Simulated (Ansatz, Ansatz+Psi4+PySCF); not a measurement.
| atom | x (Å) | y (Å) | z (Å) |
| --- | --- | --- | --- |
| H | 0.0000 | 0.0000 | -1.0650 |
| C | 0.0000 | 0.0000 | 0.0000 |
| N | 0.0000 | 0.0000 | 1.2222 |

Basis set: cc-pVTZ (spherical functions). Frozen core: 2 orbitals. Charge 0, multiplicity 1.

Computed with Ansatz (development build ahead of 0.2.0); the reference of a correlated method needn't be the lowest determinant of its kind. Restricted open shells among the atoms or ions are ROHF, correlated in semicanonical orbitals with singles.

Q: Give the atomization energy at this shape (free ground-state atoms in the same class of orbitals less the molecule, no zero-point energy) of singlet CHN by RHF-CCSD(T), UHF-CCSD(T).

A:

| method | atomization energy |
| --- | --- |
| RHF-CCSD(T) | 296.83 kcal/mol |
| UHF-CCSD(T) | 296.07 kcal/mol |

Caution: the shape is not the minimum.
